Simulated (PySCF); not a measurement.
## Computed spin Hamiltonian

C₄H₄Cl (doublet state).
Geometry (GFN2-xTB, Å), atoms numbered from 1 in this order:
```xyz
9
C4H4Cl angstrom
C      2.2057    0.1759    0.0117
C      0.8919    0.0009   -0.2259
C     -0.2945   -0.2093   -0.4495
C     -1.6954   -0.2964   -0.6963
Cl    -2.4466    1.3754   -0.6179
H      2.5873    0.1756    1.0168
H      2.8938    0.3384   -0.7983
H     -2.2133   -0.8845    0.0621
H     -1.9153   -0.6700   -1.6969
```

The hyperfine couplings belong to this conformer and change with its torsions.

As a line formula: `[CH2]C#CCCl` [radical].

Method used: PySCF 2.14.0, UKS B3LYP, pcH-1 on C Cl H, non-relativistic, mean-field spin-orbit, GIAO. Isolated species at its GFN2-xTB geometry, gas phase. A GFN2-xTB geometry isn't a minimum of the functional, and hyperfine couplings can be far from their values at a DFT geometry. Stability of the SCF solution: not tested.

```json
{
 "g1, g2, g3": "2.00175, 2.00228, 2.00385",
 "g_iso": "2.00263",
 "Form of g": "rhombic: the two nearest values differ by 25 % of g3 − g1",
 "⟨S²⟩": "0.7702 (exact 0.7500)",
 "HOMO–LUMO gap, α and β orbitals": "5.84, 4.48 eV",
 "Total energy": "-614.93850 Eh",
 "Basis functions": "175"
}
```

Isotropic coupling and dipolar principal values T1 to T3, in MHz:

```tsv
atom	isotope	a_iso	of which spin–orbit	T1	T2	T3	Mulliken spin population
C1	13C	60.6	-0.1	-57.9	-56.8	114.7	0.75
C2	13C	-63.4	0.0	-22.1	-1.2	23.3	-0.26
C3	13C	48.9	0.0	-46.4	-34.5	80.9	0.53
C4	13C	-4.8	0.0	-2.3	0.2	2.2	-0.04
Cl5	35Cl	27.7	0.6	-16.7	-15.6	32.3	0.07
H6	1H	-50.8	0.0	-26.8	-0.9	27.7	-0.03
H7	1H	-50.8	0.0	-26.8	-0.9	27.7	-0.03
H8	1H	17.1	0.0	-3.6	-1.9	5.5	0.01
H9	1H	14.1	0.0	-3.6	-2.0	5.6	0.01
```

The Mulliken spin populations are largest on C1 (+0.75), C3 (+0.53), C2 (-0.26) and Cl5 (+0.07). The angles at C1 add up to 360.0°, so it is planar; its axial dipolar tensor and the negative couplings of its protons fit spin in a p orbital normal to that plane.

Axes: g3 points within 14° of the C2–C3 bond.

Under fast tumbling the dipolar parts average out, and these isotropic splittings remain: 2 × 1H (H6/H7, I = 1/2, 3 lines) with 1.81 mT, 1 × 35Cl (Cl5, I = 3/2, 4 lines) with 0.99 mT and 2 × 1H (H8/H9, I = 1/2, 3 lines) with 0.56 mT.

Class means assume fast exchange of nuclei equivalent by connectivity; if that motion is slow, each nucleus keeps its own coupling.

Main isotope only: 35Cl (natural samples also hold 24 % 37Cl, magnetic too, which adds its own pattern).

The 13C coupling of C2 (-63.4 MHz) shows only in satellite lines or after enrichment, since that isotope makes up about 1.07 % of natural carbon.

β density exceeds α density at some nuclei, such as C2 (-0.0564), H6/H7 (-0.0114) and C4 (-0.0042), spin density in bohr⁻³. In a single determinant that takes different orbitals for the two spins, that is spin polarisation.
